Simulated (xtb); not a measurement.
H6Si2, SMILES [SiH3][SiH3]. All values are semi-empirical tight-binding results from xtb (GFN2-xTB unless named), good for trends rather than for accurate numbers. Coordinates come from a GFN2-xTB optimisation.

```
Item                                             Result
----------------------------------------  -------------
point group as xtb finds it                         D3d
orbital gap                                     4.53 eV
dipole moment                                    0.00 D
zero-point energy                         29.3 kcal/mol
G − E(el) at 298.15 K (modified RRHO)     13.3 kcal/mol
static polarisability (D4 model)             62.0 bohr³
solvation energy, GFN2-xTB/ALPB(water)     0.5 kcal/mol
solvation energy, GFN2-xTB/ALPB(benzene)  -0.1 kcal/mol
```
